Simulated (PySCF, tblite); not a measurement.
**C₄H₅FO− (doublet): geometry, infrared bands and EPR parameters**

What infrared bands and EPR parameters should C₄H₅FO− (doublet) (`F[C-]1[CH]COC1`) show?

Computed with tblite 0.8.0 and PySCF 2.14.0, with density-fitted response routines of our own, on a single molecule in the gas phase. Atoms are numbered from 0 throughout.

**1. Starting geometry**

11 atoms, charge -1, multiplicity 2; geometry from: force field or distance geometry start.

Bonds of the start (Å): F0–C1 1.33, C1–C2 1.44, C2–C3 1.48, C3–O4 1.42, O4–C5 1.44, C5–C1 1.47, C2–H6 1.07, C3–H7 1.11, C3–H8 1.09, C5–H9 1.09, C5–H10 1.09.

**2. Relaxing the molecule with GFN2-xTB**

The job: settings as JSON, then the geometry in Å.

```
{"job": {"kind": "relax", "xc": "GFN2-xTB", "basis": "xTB"}, "charge": -1, "multiplicity": 2}
F     -2.163600    -1.048000     0.073600
C     -1.051200    -0.325400     0.209900
C      0.176800    -0.942300     0.635900
C      1.269300    -0.053100     0.175200
O      0.664000     1.158700    -0.266700
C     -0.737700     0.913700    -0.513600
H      0.258700    -1.929500     1.030700
H      1.969800     0.178000     1.000100
H      1.829500    -0.513700    -0.644500
H     -1.313400     1.765200    -0.137800
H     -0.896700     0.799000    -1.588800
```

On the command line:

```bash
$ OMP_NUM_THREADS=1 python probes_run.py task.json out
```

This one command runs all jobs of the session in turn.

**Question.** This job is followed by: GFN2-xTB harmonic vibrations, gas phase; UKS B3LYP, pcH-1 on C F H O, non-relativistic, mean-field spin-orbit, GIAO. What will the session give for the following? strongest single infrared mode (GFN2-xTB); zero-point energy (GFN2-xTB); g(iso) (B3LYP); ⟨S²⟩; largest a(iso).

The runs gave:

```
                                 quantity                  value
strongest single infrared mode (GFN2-xTB)  2766 cm⁻¹, 253 km/mol
             zero-point energy (GFN2-xTB)          48.3 kcal/mol
                           g(iso) (B3LYP)                2.00332
                                     ⟨S²⟩     0.755 (exact 0.75)
                           largest a(iso)   19F on F0, 809.5 MHz
```

In words: Over 65 steps the energy fell by 0.660 eV; of the close pairs, F0–C1 changed most, 1.333 to 1.866 Å. All 27 modes are real, so the xTB geometry is a minimum. The strongest single mode, at 2766 cm⁻¹, moves mainly H7 and H8. Unscaled tight-binding wavenumbers are off by several per cent, some by more. Its intensities can rank the bands wrongly. The structure rearranged or came apart on optimisation; the results belong to the end geometry, not to the formula as drawn. C1 carries the largest spin population, 0.60 e. The isotropic g lies 1.0 ppt above the free-electron value.
